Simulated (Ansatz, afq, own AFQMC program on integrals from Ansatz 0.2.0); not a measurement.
**InH3⁺, doublet: AFQMC among the cluster methods**

```yaml
atoms:
  - { symbol: In, position_ang: [0.0000, -0.0213, 0.0006] }
  - { symbol: H, position_ang: [0.0000, 2.6433, -0.0775] }
  - { symbol: H, position_ang: [0.0000, -0.1635, -1.8844] }
  - { symbol: H, position_ang: [0.0000, -0.0548, 1.8906] }
```

Basis def2-SVP with its core potentials. Only valence electrons are correlated. AFQMC by an in-house program on the Cholesky factors that Ansatz 0.2.0 writes for its CCSD(T) run. ph-AFQMC/CISD is guided by a CISD state made of CCSD amplitudes; releasing the constraint for a short imaginary time cuts its bias at the price of noise, slowly where states lie close. Uncertainties: one standard error, sampling alone. No spin–orbit coupling.

Determinant: UHF, the one that the program's search chose, which needn't be the lowest solution. The geometry is a point of a scan.

Full CI on the same integrals is exact in this basis and with this determinant's frozen core.

Cautions: no spin-orbit coupling; inner d shell frozen.

The T1 diagnostic is 0.0170. The weight of the determinant in the CISD state is 0.932, the ⟨S²⟩ of the determinant is 0.751 and the size of the correlated space is 5 electrons in 32 orbitals.

```json
{"level": "MP2", "correlation energy (eV)": "-1.3431"}
{"level": "CCSD", "correlation energy (eV)": "-1.8708"}
{"level": "CCSD(T)", "correlation energy (eV)": "-1.8980"}
```

Question: Estimate where AFQMC with the constraint released lies against CCSD(T) on the same integrals.

Answer: 0.28 ± 0.01 kcal/mol below CCSD(T).

Reference: full CI, correlation energy -1.911 eV. The released energy is read at 2.40 1/Eh (meV from the phaseless value at times in 1/Eh: -0.9 ± 0.9 at 0.24, -1.1 ± 0.7 at 0.51, -1.3 ± 0.6 at 0.99, -2.0 ± 0.5 at 1.62, -2.8 ± 0.4 at 2.40).

| level | E − E(reference) (kcal/mol) | share of correlation (%) |
| --- | --- | --- |
| CCSD(T) | 0.30 | 99.32 |
| CCSDT | 0.03 | 99.94 |
| CCSDT(Q) | 0.01 | 99.98 |
| CCSDTQ | 0.00 | 100.00 |
| ph-AFQMC/HF | -0.44 ± 0.43 | 101.00 |
| ph-AFQMC/CISD | 0.08 ± 0.02 | 99.82 |
| released AFQMC | 0.02 ± 0.01 | 99.96 |

CCSDT and higher add their correlation energy to the determinant of the CCSD(T) run, since their own runs factorise the integrals more tightly (a shift of under 2 meV). A walk keeps the symmetry of its determinant, which the program's search chose and which needn't be the lowest solution, so a lower state of the same spin and another symmetry isn't excluded. Released energies are given only where the last usable release times agree within the noise; a slower fall can still hide under it.
